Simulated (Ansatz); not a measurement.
Molecule: BNH2F2, charge 0, multiplicity 1. SMILES: NB(F)F
Structure (B3LYP-D3(BJ)/def2-TZVP (Ansatz, a quantum-chemistry and plane-wave program) minimum search):
```xyz
6

B      0.0183    -0.0197     0.0248
F      1.2393    -0.4934    -0.2319
F     -0.5103    -0.2912     1.2198
N     -0.6792     0.7310    -0.9204
H     -1.5987     1.0964    -0.7469
H     -0.2993     0.9462    -1.8251
```

B3LYP/6-31G* beside other levels, property by property. Set-up: valence correlation only; six Cartesian d functions in 6-31G* and its kin unless marked 5d; atomisation electronic, to ground-state atoms; open shells spin-unrestricted; LANL2DZ all-electron up to Ne; dispersion terms only where a functional's name holds one; spin-orbit terms left out; non-relativistic. CBS marks a two-point X^-3 extrapolation of the correlation energy; Hartree-Fock from the larger set. [CCSD(T)-MP2]/basis is that difference in the basis named. First-principles rows: single points at B3LYP-D3(BJ) geometries (Ansatz), with unscaled harmonic terms from B3LYP/6-31G* at its own minima, enthalpies of formation by atomisation with measured atoms.

Coupled cluster (Ansatz) is a level with limits of its own, used here on species with T1 under 0.025 (0.045 for open shells) and stable references: (a) RI-MP2/CBS(aug-cc-pVTZ,aug-cc-pVQZ)+[CCSD(T)-MP2]/aug-cc-pVTZ; (b) RI-MP2/CBS(cc-pVTZ,cc-pVQZ)+[CCSD(T)-MP2]/cc-pVTZ.

```json
[
 {"property": "atomisation energy (kcal/mol)", "B3LYP/6-31G* (Ansatz)": "617.3", "B3LYP/LANL2DZ (Ansatz)": "572.7", "wB97M-V/def2-TZVPD (Ansatz)": "622.2", "B2PLYP-D3(BJ)/def2-TZVPD (Ansatz + dftd3)": "617.1", "to compare with": "620.0 coupled cluster (a)"},
 {"property": "B-N bond dissociation enthalpy at 298 K, to F[B]F + [NH2] (NH2) (kcal/mol)", "B3LYP/6-31G* (Ansatz)": "133.0", "B3LYP/LANL2DZ (Ansatz)": "146.4", "wB97M-V/def2-TZVPD (Ansatz)": "138.0", "B2PLYP-D3(BJ)/def2-TZVPD (Ansatz + dftd3)": "133.8", "to compare with": "137.3 coupled cluster (b)"},
 {"property": "enthalpy of formation at 298 K (kcal/mol)", "B3LYP/6-31G* (Ansatz)": "-207.6", "B3LYP/LANL2DZ (Ansatz)": "-162.9", "wB97M-V/def2-TZVPD (Ansatz)": "-212.4", "B2PLYP-D3(BJ)/def2-TZVPD (Ansatz + dftd3)": "-207.4", "to compare with": "-210.3 coupled cluster (a)"}
]
```

As the rows show:
- atomisation energy: B3LYP/6-31G* lies 2.7 kcal/mol below coupled cluster.
- B-N bond dissociation enthalpy at 298 K, to F[B]F + [NH2] (NH2): B3LYP/6-31G* lies 4.3 kcal/mol below coupled cluster.
- enthalpy of formation at 298 K: B3LYP/6-31G* lies 2.7 kcal/mol above coupled cluster.

The properties are those with a value to compare with, at most eight drawn at random. No case is left out for the size of its miss. Left out are saddle points of the reference geometry, anions that the best level run finds unbound, excited spin states, species near biochemistry, cases with under five habitual levels, runs that failed or whose electronic state is in doubt, and table entries that another table contradicts.
